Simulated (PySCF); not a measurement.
Work out the structure from these simulated measurements.

Formula: C8H10.

- 1H NMR: chemical shifts (computed TMS as zero) by class: 6.95 (1 H), 6.90 (1 H), 6.45 (1 H), 3.25 (1 H), 1.92 (3 H), 1.51 (3 H) ppm [GIAO PBE0/pcSseg-1]
- 13C NMR: chemical shifts (computed TMS as zero) by class: 163.2 (1 C), 158.5 (1 C), 150.0 (1 C), 146.8 (1 C), 57.3 (1 C), 57.1 (1 C), 19.8 (1 C), 17.7 (1 C) ppm [GIAO PBE0/pcSseg-1]
- UV, strongest line: among the 6 lowest singlet transitions: S2 at 5.67 eV (219 nm, f = 0.015) [TDDFT PBE0/def2-SVPD]
- Triplet: lowest triplet excitation (Tamm–Dancoff): 3.78 eV [TDA PBE0/def2-SVPD]
- Dipole: 0.39 D [PBE0/def2-SVPD]
- Polarisability: 86.4 au [PBE0/def2-SVPD]
- UV, first state: lowest singlet excitation: 5.23 eV (237 nm, f = 0.005) [TDDFT PBE0/def2-SVPD]
- Rotational structure: rotational constants A, B, C: 3.709, 1.909, 1.522 GHz [GFN2-xTB]

Gas-phase values; electronic properties from PySCF, density fitting. Levels stand in brackets. Isolated species at its GFN2-xTB geometry, gas phase. NMR classes are plain means over equivalent atoms (diastereotopic ones count apart unless rotation or inversion swaps them), as if these changed places fast.

Problem. Give a SMILES that accounts for the data.

Solution. Numbering: `[CH3:1][C:2]1=[CH:3][C@@:4]2([CH3:5])[CH:6]=[CH:7][C@@H:8]12`. Its formula, C8H10, gives 4 degrees of unsaturation: 2 rings and 2 π bonds in the structure found. 8 carbons fall into 8 classes; from least to most shielded: fully substituted alkene carbon [C2] (163.2 ppm), alkene CH carbon [C6] (158.5 ppm), alkene CH carbon [C7] (150.0 ppm), alkene CH carbon [C3] (146.8 ppm), sp3 carbon at a ring junction [C8] (57.3 ppm), sp3 carbon at a ring junction [C4] (57.1 ppm), allylic carbon [C1] (19.8 ppm), methyl carbon [C5] (17.7 ppm). Hydrogen classes from least to most shielded: 1 H on an alkene CH carbon, C7 (6.95 ppm), 1 H on an alkene CH carbon, C6 (6.90 ppm), 1 H on an alkene CH carbon, C3 (6.45 ppm), 1 H on an sp3 carbon at a ring junction, C8 (3.25 ppm), 3 H on an allylic carbon, C1 (1.92 ppm), 3 H on a methyl carbon, C5 (1.51 ppm). The optimised geometry has point group C1 and is an asymmetric top. Structure: `[C@H]12C=C[C@@]2(C=C1C)C`. Computed isomers that give other values at the same levels: `C#CCCC(=C)C=C` (lowest singlet excitation: 5.63 eV (220 nm, f = 0.387)); `C=C/C=C/C=C/C=C` (rotational constant A: 19.759 GHz; this holds for the one conformer computed); `C=CC#CC=C(C)C` (rotational constant A: 6.144 GHz; this holds for the one conformer computed). The assignments are read from this structure; whether some other isomer fits the data as well wasn't checked. The mirror image fits equally.
